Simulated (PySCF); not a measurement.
Molecule: `InChI=1S/C6H14/c1-3-5-6-4-2/h3-6H2,1-2H3`.

Molfile (atoms numbered from 1):
```
C6H14
     RDKit          3D

 20 19  0  0  0  0  0  0  0  0999 V2000
   -3.1847   -0.2750    0.1771 C   0  0  0  0  0  0  0  0  0  0  0  0
   -1.8355    0.3662    0.4597 C   0  0  0  0  0  0  0  0  0  0  0  0
   -0.6776   -0.3170   -0.2550 C   0  0  0  0  0  0  0  0  0  0  0  0
    0.6776    0.3170    0.0224 C   0  0  0  0  0  0  0  0  0  0  0  0
    1.8355   -0.3662   -0.6922 C   0  0  0  0  0  0  0  0  0  0  0  0
    3.1847    0.2750   -0.4096 C   0  0  0  0  0  0  0  0  0  0  0  0
   -4.0004    0.2406    0.7063 H   0  0  0  0  0  0  0  0  0  0  0  0
   -3.1989   -1.3309    0.4922 H   0  0  0  0  0  0  0  0  0  0  0  0
   -3.4199   -0.2523   -0.8993 H   0  0  0  0  0  0  0  0  0  0  0  0
   -1.8622    1.4313    0.1681 H   0  0  0  0  0  0  0  0  0  0  0  0
   -1.6423    0.3612    1.5473 H   0  0  0  0  0  0  0  0  0  0  0  0
   -0.6486   -1.3834    0.0354 H   0  0  0  0  0  0  0  0  0  0  0  0
   -0.8676   -0.3117   -1.3442 H   0  0  0  0  0  0  0  0  0  0  0  0
    0.8676    0.3117    1.1116 H   0  0  0  0  0  0  0  0  0  0  0  0
    0.6486    1.3834   -0.2679 H   0  0  0  0  0  0  0  0  0  0  0  0
    1.8622   -1.4313   -0.4006 H   0  0  0  0  0  0  0  0  0  0  0  0
    1.6423   -0.3612   -1.7798 H   0  0  0  0  0  0  0  0  0  0  0  0
    3.1989    1.3309   -0.7248 H   0  0  0  0  0  0  0  0  0  0  0  0
    4.0004   -0.2406   -0.9389 H   0  0  0  0  0  0  0  0  0  0  0  0
    3.4199    0.2523    0.6668 H   0  0  0  0  0  0  0  0  0  0  0  0
  1  2  1  0
  2  3  1  0
  3  4  1  0
  4  5  1  0
  5  6  1  0
  1  7  1  0
  1  8  1  0
  1  9  1  0
  2 10  1  0
  2 11  1  0
  3 12  1  0
  3 13  1  0
  4 14  1  0
  4 15  1  0
  5 16  1  0
  5 17  1  0
  6 18  1  0
  6 19  1  0
  6 20  1  0
M  END
```

Geometry PBE0-D3(BJ)/def2-SVP throughout; GIAO in PySCF 2.14.0 with density-fitted response routines, gas phase, one conformer, non-relativistic; equivalent atoms averaged; basis pcSseg-1.

**Question.** How do the absolute shieldings σ depend on the functional? (ppm; last column core-seconds on shared hosts with different chips, so compare them loosely)

**Answer.** 
```csv
functional,kind,C3/C4,C2/C5,C1/C6,H10/H11/H16/H17,H7/H8/H9/H18/H19/H20,H12/H13/H14/H15,core-s
HF,Hartree–Fock,158.2,166.5,174.3,30.63,30.65,30.79,6.3
LDA,LDA,141.1,152.5,165.1,29.52,29.83,29.65,15
PBE,GGA,140.9,150.8,162.9,29.92,30.19,30.05,20
BLYP,GGA,134.5,144.5,157.3,30.06,30.32,30.19,20
BP86,GGA,141.0,150.8,162.5,30.00,30.25,30.12,20
OPBE,GGA,149.1,157.5,168.1,29.99,30.25,30.13,19
KT2,GGA,144.9,154.4,166.2,29.91,30.17,30.05,34
KT3,GGA,144.4,152.9,164.6,30.05,30.31,30.20,33
B97-D,GGA,140.6,149.7,161.3,30.12,30.37,30.25,34
B3LYP,global hybrid,140.6,150.3,161.8,30.15,30.36,30.28,24
PBE0,global hybrid,147.7,157.2,167.7,30.07,30.27,30.21,19
mPW1PW91,global hybrid,147.2,156.4,166.7,30.13,30.32,30.27,26
WP04,global hybrid,135.7,143.6,154.2,30.44,30.61,30.55,14
B97-2,global hybrid,147.2,156.2,166.5,30.18,30.37,30.31,17
BHandHLYP,global hybrid,147.7,157.0,167.0,30.29,30.42,30.43,14
CAM-B3LYP,range-separated hybrid,145.2,155.0,165.8,30.13,30.31,30.26,19
wB97X-D,range-separated hybrid,148.7,158.0,167.7,30.22,30.38,30.35,18
LC-wPBE,range-separated hybrid,155.0,164.1,172.8,30.21,30.36,30.34,23
```

**Question.** Which nucleus moves most, in ppm?

**Answer.** C3/C4 (sp3 CH2): from 134.5 ppm with BLYP to 158.2 ppm with HF. The smallest spread is 0.81 ppm, at H7/H8/H9/H18/H19/H20. Proton shifts span only some 12 ppm, so a few tenths of a ppm matter as much there as several ppm in carbon.
